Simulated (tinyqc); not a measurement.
Inside a calculation (part 2 of 3). Method: UHF in the sto-6g basis, for NH3+, spin multiplicity 2. Computed by tinyqc, a small Python program that keeps every step (integrals from PySCF). Command: `OMP_NUM_THREADS=1 python tinyqc.py 23224 23225 out.jsonl` (the two numbers bound the seeds that draw the settings). One thread of a shared host (Intel(R) Xeon(R) Processor @ 2.60GHz), about 0.2 s of CPU time with the checks.

Geometry (angstrom):

| atom | x | y | z |
|---|---|---|---|
| N | 0.000000 | 0.000000 | 0.180000 |
| H | 1.218000 | 0.000000 | 0.000000 |
| H | -0.609000 | 1.055000 | 0.000000 |
| H | -0.609000 | -1.055000 | 0.000000 |

## Iteration 1: diagonalisation and new density

F(alpha) (hartree), lower triangle:
```
             1N 1s      1N 2s     1N 2px     1N 2py     1N 2pz      2H 1s      3H 1s      4H 1s
1N 1s   -16.844622
1N 2s    -3.951000  -1.916424
1N 2px   -0.015324  -0.118177  -0.921589
1N 2py   -0.009112  -0.046943   0.004351  -0.807538
1N 2pz    0.023193   0.073116   0.003126   0.024152  -0.836122
2H 1s    -0.615752  -0.623647  -0.494695  -0.033421   0.061061  -0.641582
3H 1s    -0.554489  -0.620714   0.197840  -0.360097   0.141970  -0.156369  -0.744405
4H 1s    -0.648093  -0.540774   0.150179   0.266956   0.056123  -0.132586  -0.180045  -0.258955
```

F(beta) (hartree), lower triangle:
```
             1N 1s      1N 2s     1N 2px     1N 2py     1N 2pz      2H 1s      3H 1s      4H 1s
1N 1s   -15.751691
1N 2s    -3.887697  -1.804525
1N 2px   -0.103996  -0.103938  -0.867553
1N 2py    0.180331  -0.074660  -0.047144  -0.670580
1N 2pz    0.331204   0.022535  -0.078501   0.198069  -0.501921
2H 1s    -0.624627  -0.594350  -0.479449  -0.052852   0.026957  -0.628973
3H 1s    -0.578231  -0.589523   0.204071  -0.376313   0.083046  -0.146473  -0.677274
4H 1s    -0.655111  -0.512504   0.156156   0.244496   0.025080  -0.124217  -0.171201  -0.245424
```

X, lower triangle:
```
            1N 1s      1N 2s     1N 2px     1N 2py    1N 2pz      2H 1s      3H 1s     4H 1s
1N 1s    1.022689
1N 2s   -0.137251   1.208581
1N 2px  -0.000003   0.000037   1.090750
1N 2py   0.000000   0.000000   0.000000   1.090738
1N 2pz   0.002564  -0.026017  -0.000006   0.000000  1.003600
2H 1s    0.017365  -0.214270  -0.221130   0.000000  0.029751   1.126263
3H 1s    0.017362  -0.214201   0.110527  -0.191464  0.029739  -0.027344   1.126201
4H 1s    0.017362  -0.214201   0.110527   0.191464  0.029739  -0.027344  -0.027335  1.126201
```

Diagonalise F' = X^T F X, C = X C', fill 5 alpha and 4 beta electrons from the bottom; D(s) = C_occ C_occ^T. Each column has its largest component positive (the first on a tie).

F' = X^T F X (alpha) (hartree), lower triangle:
```
            1          2          3          4          5          6          7          8
1  -16.601361
2   -1.953569  -1.109012
3    0.000169  -0.113461  -0.807809
4   -0.024245  -0.031130   0.001320  -0.722414
5    0.022988   0.042050   0.010853   0.009599  -0.831061
6   -0.074128  -0.218396  -0.276636  -0.027220   0.011957  -0.399711
7   -0.004976  -0.220102   0.105253  -0.174650   0.097028  -0.029788  -0.545382
8   -0.120032  -0.228192   0.101820   0.180924   0.020737  -0.036365  -0.073898  -0.022827
```

orbital energies (alpha) (hartree): MO1 -16.845989, MO2 -1.166951, MO3 -0.956239, MO4 -0.804817, MO5 -0.799213, MO6 -0.330429, MO7 -0.228869, MO8 0.092928

coefficients C (alpha):
```
              MO1        MO2        MO3        MO4        MO5        MO6        MO7        MO8
1N 1s    0.998151  -0.185046   0.035551  -0.095449   0.051979   0.120728   0.064628   0.057140
1N 2s    0.009406   0.734883  -0.124383   0.403285  -0.231603  -0.697536  -0.439837  -0.407374
1N 2px   0.000817   0.402629   0.648119  -0.309100   0.158613   0.313527  -0.624126   0.269005
1N 2py   0.003102   0.119287  -0.239036  -0.146601   0.847274  -0.497525   0.060036   0.448496
1N 2pz  -0.001948  -0.203260   0.354442   0.831359   0.350620   0.167359   0.013990   0.036139
2H 1s   -0.002835   0.150848   0.172942  -0.028604   0.072789   0.135211   1.131208  -0.096221
3H 1s   -0.007591   0.169334  -0.350884   0.029212   0.073244   1.085190  -0.144554  -0.095730
4H 1s    0.000789   0.015138  -0.029915   0.062800  -0.072106   0.067072   0.065707   1.160466
```

F' = X^T F X (beta) (hartree), lower triangle:
```
            1          2          3          4          5          6          7          8
1  -15.474080
2   -2.041946  -0.983275
3   -0.101971  -0.086434  -0.747004
4    0.193794  -0.086383  -0.061046  -0.559773
5    0.344809  -0.044293  -0.080506   0.204477  -0.497567
6   -0.048998  -0.217859  -0.279683  -0.021511   0.020243  -0.396114
7   -0.065009  -0.209035   0.128542  -0.224453   0.017943  -0.032511  -0.465464
8   -0.085465  -0.230811   0.096845   0.193921   0.038813  -0.035402  -0.079705  -0.015993
```

orbital energies (beta) (hartree): MO1 -15.768387, MO2 -1.054941, MO3 -0.913160, MO4 -0.758047, MO5 -0.413332, MO6 -0.245631, MO7 -0.145051, MO8 0.159280

coefficients C (beta):
```
              MO1        MO2        MO3        MO4        MO5        MO6        MO7        MO8
1N 1s    0.994125  -0.168002   0.060686   0.114581   0.056512   0.141695   0.037402   0.087468
1N 2s    0.026150   0.619536  -0.216400  -0.466164  -0.122646  -0.842290  -0.126049  -0.478359
1N 2px   0.008339   0.468844   0.599270   0.305033   0.196255   0.035871  -0.732883   0.118707
1N 2py  -0.012248   0.290757  -0.340062   0.606090   0.227710  -0.449814   0.295381   0.594909
1N 2pz  -0.022346   0.044650   0.277257  -0.481681   0.749335   0.038824   0.293376   0.223808
2H 1s   -0.008851   0.236457   0.144003   0.035725  -0.356529   0.583699   0.903673   0.059288
3H 1s   -0.003454   0.133775  -0.360839  -0.032124   0.379964   0.914019  -0.446284  -0.194035
4H 1s   -0.005964   0.029341  -0.039974  -0.115295  -0.202239   0.121127  -0.269626   1.105309
```

D(alpha) after iteration 1, lower triangle:
```
            1N 1s      1N 2s     1N 2px     1N 2py     1N 2pz      2H 1s     3H 1s     4H 1s
1N 1s    1.043624
1N 2s   -0.181553   0.771892
1N 2px  -0.012900   0.053887   0.702870
1N 2py   0.030558  -0.137930   0.072810   0.810743
1N 2pz  -0.012859   0.060592  -0.053479   0.066217   0.981039
2H 1s   -0.018081   0.060924   0.193208   0.042512   0.032383   0.058789
3H 1s   -0.050367   0.162831  -0.156655   0.161825  -0.108805  -0.030622  0.158069
4H 1s   -0.012819   0.056879  -0.044142  -0.061341   0.013246  -0.009937  0.009607  0.010268
```

D(beta) after iteration 1, lower triangle:
```
            1N 1s      1N 2s     1N 2px     1N 2py     1N 2pz      2H 1s     3H 1s     4H 1s
1N 1s    1.033320
1N 2s   -0.144633   0.648647
1N 2px   0.000842   0.018807   0.672054
1N 2py  -0.012215  -0.029134   0.117306   0.567677
1N 2pz  -0.068081   0.191622   0.039971  -0.372971   0.311381
2H 1s   -0.035692   0.098446   0.207982   0.041542   0.033474   0.078003
3H 1s   -0.051487   0.175848  -0.163348   0.142176  -0.078521  -0.021447  0.149144
4H 1s   -0.026494   0.080419  -0.045418  -0.047681   0.045896  -0.002885  0.022074  0.015787
```

## Iteration 2: building the Fock matrix

core Hamiltonian H = T + V (hartree), lower triangle:
```
             1N 1s      1N 2s     1N 2px     1N 2py     1N 2pz      2H 1s      3H 1s      4H 1s
1N 1s   -25.726347
1N 2s    -5.621582  -7.472853
1N 2px   -0.000004  -0.000045  -6.243640
1N 2py    0.000000   0.000000   0.000000  -6.243636
1N 2pz    0.004966   0.057668   0.000007   0.000000  -6.125157
2H 1s    -0.898392  -2.283573  -1.867533   0.000000   0.287544  -3.944643
3H 1s    -0.898070  -2.282979   0.933443  -1.617067   0.287448  -0.543973  -3.944260
4H 1s    -0.898070  -2.282979   0.933443   1.617067   0.287448  -0.543973  -0.543733  -3.944260
```

nuclear repulsion = 9.77740826 hartree

Given earlier and not repeated: Two-electron integrals (ij|kl) in chemists' order.

J_ij = sum D_kl (ij|kl) with D = D(alpha) + D(beta), K_ij = sum D_kl (ik|jl) for each spin; F = H + J - K(s); E = tr D H + tr D J / 2 - 0.5 sum_s tr D(s) K(s) + E_nn.

Coulomb J (hartree), lower triangle:
```
            1N 1s     1N 2s     1N 2px     1N 2py     1N 2pz     2H 1s     3H 1s     4H 1s
1N 1s   14.468874
1N 2s    2.522369  6.560402
1N 2px   0.003786  0.017463   6.580518
1N 2py  -0.000902  0.024843   0.000541   6.574544
1N 2pz   0.009972  0.045572   0.001210  -0.032610   6.526142
2H 1s    0.412009  1.955361   1.716356   0.008578  -0.241482  3.744030
3H 1s    0.411527  1.966709  -0.861105   1.504858  -0.250220  0.456820  3.836470
4H 1s    0.411542  1.929961  -0.838905  -1.450108  -0.232548  0.449127  0.451810  3.621576
```

exchange K(alpha) (hartree), lower triangle:
```
            1N 1s      1N 2s     1N 2px     1N 2py     1N 2pz     2H 1s     3H 1s     4H 1s
1N 1s    4.268965
1N 2s    0.672321   1.133698
1N 2px   0.000404   0.028452   0.904303
1N 2py   0.000908  -0.040795   0.021673   0.946511
1N 2pz  -0.000244   0.019202  -0.022369   0.021089   0.975271
2H 1s    0.118113   0.378300   0.325258   0.005308  -0.033251  0.338187
3H 1s    0.117007   0.406361  -0.175707   0.288418  -0.062217  0.082990  0.444581
4H 1s    0.118600   0.363972  -0.133392  -0.252961  -0.032728  0.075053  0.093279  0.264180
```

exchange K(beta) (hartree), lower triangle:
```
            1N 1s     1N 2s     1N 2px     1N 2py     1N 2pz     2H 1s     3H 1s     4H 1s
1N 1s    4.231732
1N 2s    0.646202  0.944825
1N 2px   0.004640  0.010078   0.842789
1N 2py  -0.012992  0.038396   0.054245   0.709642
1N 2pz  -0.019490  0.131619   0.038693  -0.296007   0.437510
2H 1s    0.113008  0.337379   0.313024   0.049270   0.036233  0.341674
3H 1s    0.110562  0.376799  -0.171489   0.263444  -0.079544  0.083014  0.423283
4H 1s    0.113878  0.297044  -0.139672  -0.161897   0.094419  0.054952  0.095841  0.211993
```

F(alpha) (hartree), lower triangle:
```
             1N 1s      1N 2s     1N 2px     1N 2py     1N 2pz      2H 1s      3H 1s      4H 1s
1N 1s   -15.526439
1N 2s    -3.771534  -2.046150
1N 2px    0.003378  -0.011035  -0.567425
1N 2py   -0.001810   0.065638  -0.021132  -0.615604
1N 2pz    0.015182   0.084038   0.023586  -0.053699  -0.574286
2H 1s    -0.604496  -0.706512  -0.476435   0.003270   0.079313  -0.538800
3H 1s    -0.603550  -0.722631   0.248046  -0.400627   0.099446  -0.170143  -0.552370
4H 1s    -0.605128  -0.716990   0.227930   0.419920   0.087628  -0.169899  -0.185202  -0.586863
```

F(beta) (hartree), lower triangle:
```
             1N 1s      1N 2s     1N 2px     1N 2py     1N 2pz      2H 1s      3H 1s      4H 1s
1N 1s   -15.489205
1N 2s    -3.745415  -1.857276
1N 2px   -0.000858   0.007339  -0.505911
1N 2py    0.012090  -0.013553  -0.053704  -0.378735
1N 2pz    0.034428  -0.028379  -0.037476   0.263397  -0.036525
2H 1s    -0.599391  -0.665591  -0.464200  -0.040692   0.009829  -0.542287
3H 1s    -0.597105  -0.693070   0.243828  -0.375654   0.116772  -0.170166  -0.531072
4H 1s    -0.600406  -0.650062   0.234210   0.328856  -0.039519  -0.149798  -0.187764  -0.534676
```

total energy of this density = -55.27605086 hartree

## Iteration 2: DIIS over 2 matrices

error matrix X^T (FDS - SDF) X (alpha):
```
           1          2          3          4          5          6          7          8
1   0.000000   0.009885   0.005432  -0.027176   0.003133  -0.016054   0.027550  -0.067735
2  -0.009885   0.000000  -0.033329   0.036416  -0.010307   0.059826  -0.053050   0.061787
3  -0.005432   0.033329   0.000000  -0.023082  -0.018839   0.180573  -0.036350  -0.097030
4   0.027176  -0.036416   0.023082   0.000000   0.022612   0.003757   0.124858  -0.216112
5  -0.003133   0.010307   0.018839  -0.022612   0.000000  -0.018247   0.012679  -0.009177
6   0.016054  -0.059826  -0.180573  -0.003757   0.018247   0.000000  -0.009668  -0.023278
7  -0.027550   0.053050   0.036350  -0.124858  -0.012679   0.009668   0.000000   0.026992
8   0.067735  -0.061787   0.097030   0.216112   0.009177   0.023278  -0.026992   0.000000
```

B (overlaps of the stored error matrices):
```
               1              2
1  1.1979884e+02  5.5962895e+00
2  5.5962895e+00  8.1938751e-01
```

Minimise |sum c_i e_i|^2 with sum c_i = 1: solve [B -1; -1 0][c; lambda] = [0; -1] with B_ij = tr e_i^T e_j summed over both spins, and take F = sum c_i F_i.

DIIS coefficients: -0.043654  1.043654

extrapolated F(alpha) (hartree), lower triangle:
```
             1N 1s      1N 2s     1N 2px     1N 2py     1N 2pz      2H 1s      3H 1s      4H 1s
1N 1s   -15.468895
1N 2s    -3.763700  -2.051813
1N 2px    0.004194  -0.006358  -0.551964
1N 2py   -0.001491   0.070553  -0.022245  -0.607225
1N 2pz    0.014833   0.084515   0.024479  -0.057098  -0.562855
2H 1s    -0.604004  -0.710130  -0.475638   0.004872   0.080109  -0.534313
3H 1s    -0.605692  -0.727081   0.250238  -0.402396   0.097589  -0.170744  -0.543987
4H 1s    -0.603253  -0.724683   0.231324   0.426598   0.089004  -0.171528  -0.185427  -0.601178
```

extrapolated F(beta) (hartree), lower triangle:
```
             1N 1s      1N 2s     1N 2px     1N 2py     1N 2pz      2H 1s      3H 1s      4H 1s
1N 1s   -15.477747
1N 2s    -3.739204  -1.859579
1N 2px    0.003644   0.012197  -0.490123
1N 2py    0.004746  -0.010885  -0.053991  -0.365994
1N 2pz    0.021473  -0.030602  -0.035686   0.266248  -0.016208
2H 1s    -0.598289  -0.668701  -0.463535  -0.040161   0.009081  -0.538502
3H 1s    -0.597929  -0.697590   0.245563  -0.375625   0.118245  -0.171201  -0.524690
4H 1s    -0.598018  -0.656067   0.237618   0.332539  -0.042339  -0.150914  -0.188487  -0.547303
```

## Iteration 2: diagonalisation and new density

As before.

F' = X^T F X (alpha) (hartree), lower triangle:
```
            1          2          3          4          5          6          7          8
1  -15.215738
2   -1.908518  -1.155062
3    0.005940  -0.012860  -0.339053
4   -0.011617   0.090966  -0.029846  -0.404557
5    0.013540   0.038594   0.029849  -0.065556  -0.555669
6   -0.068470  -0.340942  -0.404423  -0.006950   0.040114  -0.207119
7   -0.064529  -0.377896   0.224020  -0.352833   0.079475  -0.042446  -0.203098
8   -0.067372  -0.329444   0.184453   0.326355   0.045166  -0.040392  -0.051416  -0.286738
```

orbital energies (alpha) (hartree): MO1 -15.472717, MO2 -1.279749, MO3 -0.793183, MO4 -0.761154, MO5 -0.552659, MO6 0.011753, MO7 0.198275, MO8 0.282400

coefficients C (alpha):
```
              MO1        MO2        MO3        MO4        MO5        MO6        MO7        MO8
1N 1s    0.995740  -0.219108  -0.022359   0.003634  -0.036123   0.138253   0.060481   0.039296
1N 2s    0.019558   0.828389   0.079184  -0.005015   0.161130  -0.846921  -0.362577  -0.224166
1N 2px  -0.000303   0.007203   0.206840   0.621158   0.000589   0.089657  -0.586084   0.694882
1N 2py  -0.000062  -0.103609   0.641392  -0.204538  -0.028502   0.358403  -0.598603  -0.558106
1N 2pz  -0.001577  -0.114747   0.089275  -0.086448   0.976351   0.114969   0.074816   0.099306
2H 1s   -0.003215   0.119657   0.173729   0.396180   0.032425   0.507191   0.805373  -0.507515
3H 1s   -0.003201   0.141692   0.286719  -0.348971  -0.132999   0.289657   0.443104   0.918564
4H 1s   -0.003439   0.156136  -0.382240  -0.105009   0.045070   0.942570  -0.541781  -0.015615
```

F' = X^T F X (beta) (hartree), lower triangle:
```
            1          2          3          4          5          6          7          8
1  -15.228118
2   -1.906724  -0.943350
3    0.002700   0.010803  -0.271295
4    0.004897   0.007340  -0.062740  -0.165124
5    0.034439  -0.077923  -0.032479   0.257998  -0.009876
6   -0.067303  -0.340904  -0.407049  -0.021544   0.016860  -0.226671
7   -0.062941  -0.374499   0.226524  -0.343417   0.080758  -0.045739  -0.193694
8   -0.068002  -0.312315   0.187498   0.293151  -0.004988  -0.040759  -0.055988  -0.271151
```

orbital energies (beta) (hartree): MO1 -15.480691, MO2 -1.112901, MO3 -0.742933, MO4 -0.690080, MO5 -0.068674, MO6 0.163852, MO7 0.243422, MO8 0.378726

coefficients C (beta):
```
              MO1        MO2        MO3        MO4        MO5        MO6        MO7        MO8
1N 1s    0.996314  -0.207588  -0.001997   0.012158   0.085589  -0.149388  -0.009165  -0.005304
1N 2s    0.017061   0.765065   0.007033  -0.052725  -0.515127   0.871407   0.058157   0.036391
1N 2px  -0.000315  -0.018633   0.579845  -0.216390   0.068526   0.004541   0.811244  -0.465661
1N 2py  -0.000377   0.021365   0.241283   0.537624   0.217049   0.077243   0.426211   0.824973
1N 2pz  -0.001800   0.031780  -0.070138  -0.320823  -0.657582  -0.552665   0.219218   0.340265
2H 1s   -0.002886   0.177477   0.444336  -0.170115   0.298545  -0.519563  -0.789588   0.354338
3H 1s   -0.002904   0.216129  -0.089149   0.453004  -0.053453  -0.730767   0.072924  -0.750793
4H 1s   -0.003215   0.175468  -0.344753  -0.275953   0.739388  -0.348834   0.606730   0.321654
```

D(alpha) after iteration 2, lower triangle:
```
            1N 1s      1N 2s     1N 2px     1N 2py     1N 2pz      2H 1s      3H 1s     4H 1s
1N 1s    1.041325
1N 2s   -0.169641   0.718870
1N 2px  -0.004268   0.019319   0.428673
1N 2py   0.008585  -0.038609   0.004853   0.464767
1N 2pz  -0.014007   0.069735  -0.035483   0.059003   0.981873
2H 1s   -0.033035   0.116054   0.282906   0.017073  -0.000807   0.202520
3H 1s   -0.037108   0.120337  -0.156518   0.244387  -0.090343  -0.075792   0.241764
4H 1s   -0.031099   0.106796  -0.143138  -0.241149   0.001047  -0.087853  -0.056811  0.183556
```

D(beta) after iteration 2, lower triangle:
```
            1N 1s      1N 2s     1N 2px     1N 2py     1N 2pz      2H 1s      3H 1s     4H 1s
1N 1s    1.035887
1N 2s   -0.142475   0.588445
1N 2px  -0.000235   0.001227   0.383392
1N 2py   0.001244  -0.010311   0.023173   0.347714
1N 2pz  -0.012150   0.040705   0.028162  -0.188726   0.108860
2H 1s   -0.042674   0.147827   0.291151   0.019546   0.029057   0.257880
3H 1s   -0.042073   0.140791  -0.153744   0.226654  -0.132208  -0.078308   0.259880
4H 1s   -0.042295   0.146315  -0.143458  -0.227792   0.118295  -0.075091  -0.056340  0.225804
```
